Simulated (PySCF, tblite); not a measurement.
# C₃H₄F₂O: protonation

What do calculations give for the protonation of C₃H₄F₂O (`FC[C@@H]1O[C@@H]1F`)?

Programs: tblite 0.8.0 and PySCF 2.14.0, with routines of our own; each step states its level. All values are computed. Atoms count from 0.

## Step 1: The starting structure

10 atoms, charge 0, multiplicity 1; geometry from: start built from the parent or by distance geometry.

## Step 2: Geometry optimisation with GFN2-xTB

What the job is given:

```
{"job": {"kind": "relax", "xc": "GFN2-xTB", "basis": "xTB"}, "charge": 0, "multiplicity": 1}
F      1.882600     0.325800     0.937100
C      1.181200     0.128300    -0.243800
C     -0.060600    -0.578100     0.106700
O     -1.037000    -0.603900    -0.987800
C     -1.368500     0.178800     0.182900
F     -1.349700     1.552000    -0.008000
H      1.821200    -0.500200    -0.871500
H      1.055200     1.096100    -0.704300
H      0.064100    -1.461500     0.707300
H     -2.170900    -0.128000     0.836300
```

Run with:

```console
OMP_NUM_THREADS=1 python redox_run.py task.json out
```

One launch serves the whole session: the jobs run in the order shown.

What it wrote:

```text
step      E/eV     max force
  0    -597.35475    3.326
  1    -597.56895    1.247
  2    -597.60335    0.437
  3    -597.61543    0.292
  4    -597.62114    0.218
  5    -597.62464    0.174
  6    -597.62651    0.102
  7    -597.62770    0.098
  8    -597.62844    0.070
  9    -597.62901    0.068
 10    -597.62932    0.045
 11    -597.62945    0.033
 12    -597.62955    0.032
 13    -597.62967    0.037
 14    -597.62980    0.033
 15    -597.62991    0.034
 16    -597.63001    0.033
 17    -597.63011    0.034
 18    -597.63025    0.038
 19    -597.63037    0.032
 20    -597.63045    0.022
 21    -597.63052    0.026
 22    -597.63060    0.032
 23    -597.63069    0.032
 24    -597.63076    0.025
 25    -597.63081    0.024
 26    -597.63086    0.032
 27    -597.63093    0.033
 28    -597.63101    0.030
 29    -597.63112    0.032
 30    -597.63128    0.037
 31    -597.63151    0.060
 32    -597.63184    0.068
 33    -597.63222    0.075
 34    -597.63255    0.059
 35    -597.63277    0.040
 36    -597.63294    0.051
 37    -597.63309    0.040
 38    -597.63318    0.031
 39    -597.63323    0.022
 40    -597.63327    0.025
 41    -597.63330    0.023
 42    -597.63333    0.015
 43    -597.63334    0.010
```

Run time: 1.2 s. Hardware: 1 thread of Intel Xeon at 2.50GHz, shared host.

The steps of the relaxation: (not every step is listed)

```
step  energy from step 0 (eV)  largest force (eV/Å)
   0                   0.0000                3.3257
   1                  -0.2142                1.2468
   2                  -0.2486                0.4372
   3                  -0.2607                0.2922
   4                  -0.2664                0.2178
   5                  -0.2699                0.1744
   6                  -0.2718                0.1020
   7                  -0.2730                0.0981
   8                  -0.2737                0.0698
  11                  -0.2747                0.0329
  14                  -0.2751                0.0333
  17                  -0.2754                0.0339
  20                  -0.2757                0.0221
  23                  -0.2759                0.0317
  26                  -0.2761                0.0321
  29                  -0.2764                0.0316
  32                  -0.2771                0.0681
  35                  -0.2780                0.0401
  38                  -0.2784                0.0305
  39                  -0.2785                0.0220
  40                  -0.2785                0.0249
  41                  -0.2785                0.0234
  42                  -0.2786                0.0150
  43                  -0.2786                0.0098
```

Close pairs (by a distance rule), those that changed most:

```
 bond  before (Å)  after (Å)  change (Å)
O3–C4       1.447      1.368      -0.079
C2–O3       1.467      1.407      -0.060
C2–C4       1.513      1.465      -0.048
C1–C2       1.471      1.513      +0.042
C4–F5       1.387      1.352      -0.035
F0–C1       1.388      1.369      -0.018
C1–H7       1.079      1.095      +0.015
C2–H8       1.075      1.087      +0.012
```

The next job starts from the end point, and lists it.

## Step 3: Infrared spectrum with GFN2-xTB

What the job is given:

```
{"job": {"kind": "ir", "xc": "GFN2-xTB", "basis": "xTB"}, "charge": 0, "multiplicity": 1}
F      1.995314     0.206073     0.903781
C      1.212751     0.146515    -0.218308
C     -0.082499    -0.556520     0.125791
O     -1.047212    -0.669386    -0.892518
C     -1.357276     0.164534     0.146795
F     -1.355606     1.486862    -0.133026
H      1.768653    -0.419524    -0.973310
H      1.039754     1.172538    -0.557902
H      0.032650    -1.434394     0.756839
H     -2.188763    -0.087390     0.796803
```

What it wrote:

```text
mode    cm-1     km/mol
  1      52.1      9.60
  2     216.0      4.62
  3     252.0     25.72
  4     430.1      5.72
  5     500.7     14.52
  6     551.5      5.38
  7     870.7     39.30
  8     918.5      7.29
  9     990.3     23.58
 10    1015.2     24.52
 11    1055.0     80.47
 12    1087.3     19.08
 13    1106.3     69.86
 14    1117.8     62.97
 15    1192.2      8.71
 16    1233.8     13.37
 17    1263.4     17.16
 18    1317.3     17.12
 19    1428.4      3.96
 20    1461.9     69.25
 21    2950.6     12.67
 22    2962.1      5.48
 23    3008.4     13.35
 24    3033.3     21.17
ZPE 179.528  H(298)-E 197.055  G(298)-E 101.680 kJ/mol  S 319.89 J/(mol K)
```

Wall time 0.65 s (1 thread of Intel Xeon at 2.50GHz, shared host); peak memory 0.19 GiB.

Which atoms move in the most intense modes:

```
cm⁻¹  km/mol                               atoms
 252    25.7  C2 20 %, F0 20 %, C1 15 %, C4 11 %
 871    39.3  H9 23 %, C4 21 %, H8 13 %, C1 11 %
 990    23.6  C2 31 %, C4 22 %, H8 19 %, O3 12 %
1015    24.5                    H9 45 %, C4 23 %
1055    80.5                    C1 50 %, F0 38 %
1106    69.9           O3 31 %, C4 25 %, C2 18 %
1118    63.0  C4 20 %, H8 19 %, C2 18 %, C1 12 %
1462    69.2           C2 47 %, C4 32 %, O3 10 %
```

## Step 4: Geometry optimisation at PBE0-D3(BJ)/def2-SVP

The job, as its differences from that of step 3:

```diff
@@ -1,2 +1,2 @@
-{"job": {"kind": "ir", "xc": "GFN2-xTB", "basis": "xTB"}, "charge": 0, "multiplicity": 1}
+{"job": {"xc": "PBE0", "basis": "def2-SVP", "d3": "d3bj", "grid": 1, "kind": "geom"}, "charge": 0, "multiplicity": 1}
 F      1.995314     0.206073     0.903781
```

What it wrote:

```text
step   0  E = -390.88518324  max force = 0.013700
step   1  E = -390.88637884  max force = 0.003855
step   2  E = -390.88647538  max force = 0.000724
step   3  E = -390.88648835  max force = 0.000888
step   4  E = -390.88651261  max force = 0.000883
step   5  E = -390.88652847  max force = 0.000621
step   6  E = -390.88653900  max force = 0.000321
optimisation converged
```

Run time: 71 s. Hardware: 1 thread of Intel Xeon at 2.50GHz, shared host; peak memory 0.43 GiB.

Relaxation path:

```csv
step,energy from step 0 (eV),largest force component (eV/Å)
0,0.0000,0.7045
1,-0.0325,0.1982
2,-0.0352,0.0372
3,-0.0355,0.0457
4,-0.0362,0.0454
5,-0.0366,0.0319
6,-0.0369,0.0165
```

Close pairs (by a distance rule), those that changed most:

| bond | before (Å) | after (Å) | change (Å) |
| --- | --- | --- | --- |
| C2–O3 | 1.407 | 1.430 | +0.022 |
| C4–H9 | 1.085 | 1.097 | +0.012 |
| C2–H8 | 1.087 | 1.099 | +0.012 |
| C1–C2 | 1.513 | 1.503 | -0.010 |
| C1–H6 | 1.095 | 1.104 | +0.008 |
| C4–F5 | 1.352 | 1.344 | -0.007 |
| C2–C4 | 1.465 | 1.458 | -0.007 |
| C1–H7 | 1.095 | 1.101 | +0.006 |

The final coordinates are the input of the step that follows.

```
                         at the end point                value
  point group (found at 0.08 Å tolerance)                   C1
rotational constants (GHz, main isotopes)  6.756, 2.515, 2.090
                        dipole moment (D)                 1.16
```

## Step 5: Harmonic vibrations (C₃H₄F₂O): PBE0-D3(BJ)/def2-SVP

What the job is given:

```
{"job": {"xc": "PBE0", "basis": "def2-SVP", "d3": "d3bj", "grid": 2, "kind": "hessian"}, "charge": 0, "multiplicity": 1}
F      1.955410     0.046688     0.965413
C      1.224201     0.000211    -0.191798
C     -0.142702    -0.544399     0.115196
O     -1.093852    -0.463523    -0.949100
C     -1.308779     0.329481     0.151445
F     -1.147006     1.649506    -0.044227
H      1.735236    -0.659196    -0.914195
H      1.145239     1.009194    -0.625119
H     -0.152042    -1.486600     0.680536
H     -2.202855     0.127057     0.754871
```

What it wrote:

```text
coarse grid: 9000 points
cycle   1  E = -390.7163268132  dE =  9.470e-01  |g| = 7.924e-01  |ddm| = 3.246e+00
cycle   2  E = -390.5802911254  dE =  1.360e-01  |g| = 1.186e+00  |ddm| = 1.567e+00
cycle   3  E = -390.8242914881  dE = -2.440e-01  |g| = 9.735e-02  |ddm| = 9.895e-01
cycle   4  E = -390.8255897523  dE = -1.298e-03  |g| = 5.524e-02  |ddm| = 1.223e-01
cycle   5  E = -390.8261256464  dE = -5.359e-04  |g| = 7.032e-03  |ddm| = 4.725e-02
cycle   6  E = -390.8261337771  dE = -8.131e-06  |g| = 3.231e-03  |ddm| = 9.615e-03
cycle   7  E = -390.8261360907  dE = -2.314e-06  |g| = 3.740e-04  |ddm| = 3.256e-03
final grid: 89528 points
cycle   8  E = -390.8864636014  dE = -2.248e-05  |g| = 9.824e-03  |ddm| = 2.222e-02
cycle   9  E = -390.8864363999  dE =  2.720e-05  |g| = 1.563e-02  |ddm| = 1.859e-02
cycle  10  E = -390.8864821687  dE = -4.577e-05  |g| = 1.044e-03  |ddm| = 1.189e-02
cycle  11  E = -390.8864823827  dE = -2.140e-07  |g| = 2.796e-04  |ddm| = 1.063e-03
cycle  12  E = -390.8864823945  dE = -1.182e-08  |g| = 8.250e-05  |ddm| = 3.002e-04
cycle  13  E = -390.8864823957  dE = -1.195e-09  |g| = 1.298e-05  |ddm| = 7.589e-05
cycle  14  E = -390.8864823957  dE = -3.286e-11  |g| = 3.030e-06  |ddm| = 1.859e-05
converged SCF energy = -390.8864823957

mode    cm-1
  1      67.0
  2     220.7
  3     266.5
  4     452.1
  5     528.7
  6     614.9
  7     855.0
  8     917.1
  9    1008.4
 10    1117.3
 11    1133.5
 12    1146.7
 13    1178.0
 14    1194.7
 15    1264.4
 16    1287.5
 17    1358.2
 18    1432.4
 19    1491.0
 20    1548.5
 21    3072.1
 22    3140.6
 23    3152.2
 24    3178.7
ZPE 189.166  H(298)-E 206.200  G(298)-E 111.725 kJ/mol  S 316.87 J/(mol K)
```

Run time: 5.6 min. Hardware: 1 thread of Intel Xeon at 2.50GHz, shared host; peak memory 1.5 GiB.

Zero-point energy 189.17 kJ/mol (xTB gave 179.53).

## Step 6: Single point (C₃H₄F₂O): PBE0-D3(BJ)/def2-TZVP

Geometry: PBE0-D3(BJ)/def2-SVP.

The job, as its differences from that of step 5:

```diff
@@ -1,2 +1,2 @@
-{"job": {"xc": "PBE0", "basis": "def2-SVP", "d3": "d3bj", "grid": 2, "kind": "hessian"}, "charge": 0, "multiplicity": 1}
+{"job": {"kind": "sp", "xc": "PBE0", "basis": "def2-TZVP", "d3": "d3bj", "grid": 2}, "charge": 0, "multiplicity": 1}
 F      1.955410     0.046688     0.965413
```

What it wrote:

```text
coarse grid: 9000 points
cycle   1  E = -391.2435775675  dE =  9.839e-01  |g| = 7.907e-01  |ddm| = 2.441e+00
cycle   2  E = -391.0961009484  dE =  1.475e-01  |g| = 1.244e+00  |ddm| = 1.126e+00
cycle   3  E = -391.3435862818  dE = -2.475e-01  |g| = 9.837e-02  |ddm| = 7.082e-01
cycle   4  E = -391.3446474105  dE = -1.061e-03  |g| = 6.527e-02  |ddm| = 1.062e-01
cycle   5  E = -391.3453330997  dE = -6.857e-04  |g| = 8.907e-03  |ddm| = 4.223e-02
cycle   6  E = -391.3453444636  dE = -1.136e-05  |g| = 3.750e-03  |ddm| = 8.027e-03
cycle   7  E = -391.3453474347  dE = -2.971e-06  |g| = 4.591e-04  |ddm| = 2.912e-03
final grid: 89528 points
cycle   8  E = -391.3477510147  dE = -6.766e-05  |g| = 9.987e-03  |ddm| = 4.401e-02
cycle   9  E = -391.3477221642  dE =  2.885e-05  |g| = 1.623e-02  |ddm| = 1.293e-02
cycle  10  E = -391.3477683364  dE = -4.617e-05  |g| = 1.322e-03  |ddm| = 8.703e-03
cycle  11  E = -391.3477686550  dE = -3.187e-07  |g| = 4.317e-04  |ddm| = 1.104e-03
cycle  12  E = -391.3477686828  dE = -2.779e-08  |g| = 1.536e-04  |ddm| = 3.045e-04
cycle  13  E = -391.3477686861  dE = -3.311e-09  |g| = 2.281e-05  |ddm| = 1.161e-04
converged SCF energy = -391.3477686861
```

Wall time 38 s (1 thread of Intel Xeon at 2.50GHz, shared host); peak memory 0.66 GiB.

The fields below are evaluated on a grid from the run's orbitals.

Frontier orbitals at PBE0/def2-TZVP, with the share of their density that lies nearest to each atom:

```
orbital  energy (eV)                    lies on
   HOMO        -8.80   O3 43 %; C2 14 %; C4 9 %
   LUMO         1.25  F0 17 %; H6 16 %; O3 14 %
```

ELF in a plane through or near 6 of the atoms.

Values, 10 rows by 14 columns:
```
0.00 0.00 0.00 0.00 0.00 0.00 0.00 0.00 0.00 0.00 0.00 0.00 0.00 0.00
0.00 0.00 0.00 0.00 0.00 0.00 0.00 0.01 0.00 0.00 0.00 0.00 0.00 0.00
0.00 0.00 0.00 0.00 0.00 0.06 0.93 0.96 0.29 0.00 0.00 0.00 0.00 0.00
0.00 0.00 0.00 0.00 0.01 0.04 0.94 1.00 0.34 0.01 0.07 0.02 0.00 0.00
0.00 0.00 0.00 0.02 0.18 0.38 0.68 0.38 0.45 0.49 0.96 0.89 0.02 0.00
0.00 0.00 0.00 0.04 0.39 0.74 0.76 0.48 0.34 0.13 0.81 0.56 0.01 0.00
0.00 0.00 0.00 0.01 0.43 0.99 0.87 0.08 0.79 0.77 0.25 0.01 0.00 0.00
0.00 0.00 0.00 0.00 0.46 0.97 0.33 0.16 0.80 0.80 0.45 0.02 0.00 0.00
0.00 0.00 0.00 0.00 0.00 0.02 0.00 0.01 0.06 0.07 0.02 0.00 0.00 0.00
0.00 0.00 0.00 0.00 0.00 0.00 0.00 0.00 0.00 0.00 0.00 0.00 0.00 0.00
```
The map spans 9.7 Å across and 8.4 Å up, centred on the molecule. Atoms in the plane (x, y in Å): C1 (-1.2, -0.2), C2 (0.1, 0.6), C4 (1.4, -0.1), F5 (1.3, -1.5), H7 (-1.1, -1.2), H8 (0.0, 1.6).

On the surface of density 0.002 e/bohr³ the electrostatic potential runs, from the 1st to the 99th percentile, from -0.93 V near O3 to 1.39 V near H9.

## Step 7: Optimising the geometry with GFN2-xTB

This step treats C₃H₅F₂O+, `FC[C@@H]1[OH+][C@@H]1F`.

What the job is given:

```
{"job": {"kind": "relax", "xc": "GFN2-xTB", "basis": "xTB"}, "charge": 1, "multiplicity": 1}
F      1.971700     0.040600     0.960100
C      1.213500     0.008900    -0.214800
C     -0.125300    -0.552000     0.118400
O     -1.096300    -0.448900    -0.969700
C     -1.312000     0.325600     0.162800
F     -1.158000     1.647800    -0.053000
H      1.735700    -0.653400    -0.925200
H      1.156700     1.018200    -0.620100
H     -0.143000    -1.493400     0.679300
H     -2.212200     0.124400     0.760200
H     -1.072100     0.244900    -1.642800
```

What it wrote:

```text
step      E/eV     max force
  0    -597.24125    2.262
  1    -597.38677    0.998
  2    -597.44588    0.861
  3    -597.49235    0.717
  4    -597.53095    0.578
  5    -597.55568    0.535
  6    -597.57498    0.335
  7    -597.58574    0.319
  8    -597.59284    0.199
  9    -597.59617    0.173
 10    -597.59778    0.107
 11    -597.59887    0.108
 12    -597.59959    0.069
 13    -597.59998    0.044
 14    -597.60022    0.037
 15    -597.60046    0.064
 16    -597.60072    0.066
 17    -597.60094    0.043
 18    -597.60112    0.035
 19    -597.60129    0.041
 20    -597.60148    0.042
 21    -597.60168    0.042
 22    -597.60189    0.040
 23    -597.60211    0.050
 24    -597.60234    0.066
 25    -597.60254    0.057
 26    -597.60267    0.027
 27    -597.60274    0.023
 28    -597.60280    0.025
 29    -597.60286    0.025
 30    -597.60294    0.029
 31    -597.60304    0.036
 32    -597.60314    0.036
 33    -597.60327    0.036
 34    -597.60342    0.040
 35    -597.60362    0.048
 36    -597.60393    0.066
 37    -597.60441    0.094
 38    -597.60514    0.112
 39    -597.60620    0.112
 40    -597.60767    0.117
 41    -597.60948    0.119
 42    -597.61118    0.073
 43    -597.59628    0.830
 44    -597.61224    0.068
 45    -597.61280    0.055
 46    -597.60952    0.513
 47    -597.61386    0.038
 48    -597.61443    0.048
 49    -597.61119    0.503
 50    -597.61520    0.048
 51    -597.61568    0.061
 52    -597.60752    0.705
 53    -597.61636    0.051
 54    -597.61688    0.056
 55    -597.60639    0.811
 56    -597.61772    0.043
 57    -597.61840    0.048
 58    -597.60870    0.820
 59    -597.61941    0.040
 60    -597.62025    0.055
 61    -597.60830    0.886
 62    -597.62131    0.058
 63    -597.62218    0.078
 64    -597.60819    0.947
 65    -597.62331    0.084
 66    -597.62423    0.107
 67    -597.60898    0.979
 68    -597.62553    0.118
 69    -597.62656    0.137
 70    -597.61165    1.018
 71    -597.62822    0.142
 72    -597.62948    0.169
 73    -597.61456    1.018
 74    -597.63168    0.182
 75    -597.63329    0.201
 76    -597.62071    1.048
 77    -597.63649    0.196
 78    -597.63867    0.226
 79    -597.62801    1.029
 80    -597.64339    0.234
 81    -597.64637    0.251
 82    -597.63966    1.034
 83    -597.65357    0.221
 84    -597.65762    0.250
 85    -597.65465    0.951
 86    -597.66803    0.227
 87    -597.67318    0.224
 88    -597.67313    0.936
 89    -597.68544    0.121
 90    -597.69063    0.158
 91    -597.68599    0.813
 92    -597.69957    0.102
 93    -597.70324    0.116
 94    -597.69352    0.856
 95    -597.70803    0.077
 96    -597.71024    0.084
 97    -597.70472    0.640
 98    -597.71367    0.078
 99    -597.71513    0.080
100    -597.71567    0.294
101    -597.71813    0.076
102    -597.71892    0.054
103    -597.71996    0.102
104    -597.72029    0.035
105    -597.72037    0.028
106    -597.72052    0.034
107    -597.72065    0.031
108    -597.72082    0.027
109    -597.72089    0.030
110    -597.72100    0.034
111    -597.72120    0.032
112    -597.72147    0.040
113    -597.72162    0.033
114    -597.72173    0.028
115    -597.72183    0.024
116    -597.72193    0.029
117    -597.72200    0.018
118    -597.72205    0.023
119    -597.72209    0.019
120    -597.72213    0.016
121    -597.72215    0.013
122    -597.72218    0.013
123    -597.72221    0.010
124    -597.72222    0.008
```

It took 2.4 s on 1 thread of Intel Xeon at 2.50GHz, shared host.

The steps of the relaxation: (not every step is listed) (the energy doesn't fall at every step)

```
step  energy from step 0 (eV)  largest force (eV/Å)
   0                   0.0000                2.2620
   1                  -0.1455                0.9985
   2                  -0.2046                0.8609
   3                  -0.2511                0.7168
   4                  -0.2897                0.5780
   5                  -0.3144                0.5349
   6                  -0.3337                0.3347
   7                  -0.3445                0.3195
   8                  -0.3516                0.1985
  19                  -0.3600                0.0407
  30                  -0.3617                0.0293
  41                  -0.3682                0.1193
  52                  -0.3663                0.7054
  63                  -0.3809                0.0780
  74                  -0.3904                0.1825
  85                  -0.4134                0.9513
  96                  -0.4690                0.0845
 107                  -0.4794                0.0314
 118                  -0.4808                0.0228
 119                  -0.4808                0.0192
 120                  -0.4809                0.0156
 121                  -0.4809                0.0130
 122                  -0.4809                0.0130
 123                  -0.4810                0.0099
 124                  -0.4810                0.0083
```

Close pairs (by a distance rule), those that changed most:

| bond | before (Å) | after (Å) | change (Å) |
| --- | --- | --- | --- |
| O3–C4 | 1.389 | 1.442 | +0.053 |
| F0–C1 | 1.399 | 1.361 | -0.038 |
| C4–F5 | 1.349 | 1.315 | -0.034 |
| C1–C2 | 1.489 | 1.513 | +0.024 |
| O3–H10 | 0.967 | 0.990 | +0.023 |
| C2–C4 | 1.477 | 1.468 | -0.009 |
| C4–H9 | 1.099 | 1.091 | -0.008 |
| C1–H7 | 1.089 | 1.097 | +0.008 |

The next job starts from the end point, and lists it.

## Step 8: Vibrational analysis with GFN2-xTB

What the job is given:

```
{"job": {"kind": "ir", "xc": "GFN2-xTB", "basis": "xTB"}, "charge": 1, "multiplicity": 1}
F      1.898000    -0.929090    -0.461804
C      1.206261     0.181762    -0.088621
C     -0.162163    -0.266336     0.376658
O     -1.037292    -0.845577    -0.647916
C     -1.388975     0.418076    -0.049492
F     -1.286593     1.429313    -0.883460
H      1.165742     0.856847    -0.953184
H      1.746407     0.661930     0.736827
H     -0.182169    -0.871754     1.282305
H     -2.323938     0.411378     0.512128
H     -0.676793    -0.783874    -1.568258
```

What it wrote:

```text
mode    cm-1     km/mol
  1      16.4     14.90
  2     167.0     21.10
  3     262.0      7.18
  4     420.7     20.03
  5     483.8     17.41
  6     579.0     21.20
  7     781.0     37.09
  8     843.6    111.04
  9     887.5     89.43
 10     914.9     21.92
 11     961.8     94.21
 12     988.7     40.60
 13    1031.2     12.81
 14    1068.6     87.25
 15    1100.6     26.68
 16    1155.2     72.67
 17    1168.8      2.01
 18    1182.7     18.83
 19    1244.2     22.48
 20    1293.4     24.47
 21    1381.2    123.34
 22    1411.1     15.84
 23    2934.9      2.41
 24    2944.5     11.73
 25    2997.9     33.04
 26    3020.5     32.22
 27    3118.1    177.94
ZPE 205.513  H(298)-E 223.863  G(298)-E 126.136 kJ/mol  S 327.78 J/(mol K)
```

It took 0.77 s on 1 thread of Intel Xeon at 2.50GHz, shared host; peak memory 0.47 GiB.

The strongest bands and the atoms that carry them (share of the mass-weighted mode):

```csv
cm⁻¹,km/mol,atoms
844,111.0,"O3 24 %, C2 18 %, H8 16 %, C4 13 %"
888,89.4,"H10 61 %, O3 15 %"
962,94.2,H10 54 %
989,40.6,"H8 20 %, C2 19 %, O3 12 %"
1069,87.2,"C1 44 %, F0 32 %"
1155,72.7,"H8 42 %, C4 18 %"
1381,123.3,"C4 45 %, C2 40 %"
3118,177.9,H10 94 %
```

## Step 9: Geometry optimisation at PBE0-D3(BJ)/def2-SVP

This step treats C₃H₅F₂O+, `FC[C@@H]1[OH+][C@@H]1F`.

The job, as its differences from that of step 8:

```diff
@@ -1,2 +1,2 @@
-{"job": {"kind": "ir", "xc": "GFN2-xTB", "basis": "xTB"}, "charge": 1, "multiplicity": 1}
+{"job": {"xc": "PBE0", "basis": "def2-SVP", "d3": "d3bj", "grid": 1, "kind": "geom"}, "charge": 1, "multiplicity": 1}
 F      1.898000    -0.929090    -0.461804
```

What it wrote:

```text
step   0  E = -391.16818137  max force = 0.029410
step   1  E = -391.16865949  max force = 0.018625
step   2  E = -391.17051204  max force = 0.014819
step   3  E = -391.17185663  max force = 0.003113
step   4  E = -391.17201292  max force = 0.001144
step   5  E = -391.17204028  max force = 0.000652
step   6  E = -391.17205173  max force = 0.000378
optimisation converged
```

Wall time 80 s (1 thread of Intel Xeon at 2.50GHz, shared host); peak memory 0.47 GiB.

Relaxation path:

```csv
step,energy from step 0 (eV),largest force component (eV/Å)
0,0.0000,1.5123
1,-0.0130,0.9577
2,-0.0634,0.7620
3,-0.1000,0.1601
4,-0.1043,0.0588
5,-0.1050,0.0335
6,-0.1053,0.0194
```

Distances of close pairs at the start and the end, largest changes first:

| bond | before (Å) | after (Å) | change (Å) |
| --- | --- | --- | --- |
| O3–C4 | 1.442 | 1.507 | +0.065 |
| C2–O3 | 1.467 | 1.516 | +0.050 |
| C4–F5 | 1.315 | 1.297 | -0.018 |
| C1–C2 | 1.513 | 1.506 | -0.007 |
| C2–C4 | 1.468 | 1.461 | -0.007 |
| C1–H7 | 1.097 | 1.104 | +0.006 |
| C2–H8 | 1.090 | 1.096 | +0.006 |
| C4–H9 | 1.091 | 1.097 | +0.006 |

The next job starts from the end point, and lists it.

```
                         at the end point                value
  point group (found at 0.08 Å tolerance)                   C1
rotational constants (GHz, main isotopes)  7.187, 2.417, 2.153
```

[end of part 1 of 2]
